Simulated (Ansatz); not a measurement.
**BSiH6, doublet: from triple and quadruple zeta to the limit**

```
atom    x (Å)    y (Å)    z (Å)
   B  -2.1315   0.0000   0.0000
   H  -2.7282   1.0336   0.0000
   H  -2.7282  -1.0336   0.0000
   H  -0.5485   0.0000   0.0000
  Si   0.8915   0.0000   0.0000
   H   1.3415  -1.4163   0.0000
   H   1.3415   0.7081  -1.2265
   H   1.3415   0.7081   1.2265
```

Ansatz 0.2.0, UHF determinant, valence electrons correlated. Energies in eV.

```json
{"set": "def2-TZVPP", "X": "3", "functions": "157", "Hartree–Fock": "-8625.4166", "MP2 correlation": "-6.6067", "CCSD(T) correlation": "-8.1234", "time": "11 s on 1 × NVIDIA H100 80GB HBM3 with 1 thread of AMD EPYC 7R13 Processor (Zen 3) (shared host)"}
{"set": "def2-QZVPP", "X": "4", "functions": "307", "Hartree–Fock": "-8625.7137", "MP2 correlation": "-7.0265", "CCSD(T) correlation": "-8.4622", "time": "64 s on 1 × NVIDIA H100 80GB HBM3 with 1 thread of AMD EPYC 7R13 Processor (Zen 3), on a shared host"}
```

Hartree–Fock is taken to follow E(X) = E∞ + A·exp(−7.88·√X), correlation E(X) = E∞ + B·X^−2.97.

Problem. Work out the CCSD(T) energy at the limit, and how far the shortcut misses it that extrapolates MP2 and adds CCSD(T) minus MP2 from the smaller set.

Solution. Hartree–Fock: E∞ = E4 + 0.1377·(E4 − E3) = -8625.7546. Correlation: E∞ = E4 + 0.7407·(E4 − E3) = -8.7131 for CCSD(T) and -7.3374 for MP2. The limit is -8634.4677 eV, 0.292 eV below def2-QZVPP. The shortcut gives a correlation energy of -7.3374 + (-1.5168) = -8.8542, 141 meV lower than the direct value.

Past Ne part of the Hartree–Fock step between the two sets comes from the cores, which don't follow the formula, so the 41 meV that it adds to the total can overshoot; that part largely cancels in differences.
